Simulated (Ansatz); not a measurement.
Basis-set extrapolation for CH3+ (`[CH3+]`) (PBE0-D4/def2-TZVP geometry, frozen core, the Gaussian-basis code of Ansatz). Multiplicity 1, RHF reference.

```json
{"": "HF", "cc-pV(T+d)Z": "-39.247386", "cc-pV(Q+d)Z": "-39.249819"}
{"": "MP2 correlation", "cc-pV(T+d)Z": "-0.132078", "cc-pV(Q+d)Z": "-0.140864"}
{"": "CCSD(T) correlation", "cc-pV(T+d)Z": "-0.156998", "cc-pV(Q+d)Z": "-0.164194"}
```

Energies in hartree. Use E(X) = E(∞) + A·exp(−5.46·√X) for Hartree–Fock and E(X) = E(∞) + B·X^(−3.05) for correlation, with X = 3 and 4.

Question: What is the CCSD(T) energy at the basis-set limit?

Answer: HF limit: -39.249819 + (-0.002433) × 0.30130 = -39.25055. Correlation limit: -0.164194 + (-0.007196) × 0.71189 = -0.16932. Total: -39.41987 hartree, 0.42 eV below CCSD(T)/cc-pV(T+d)Z.
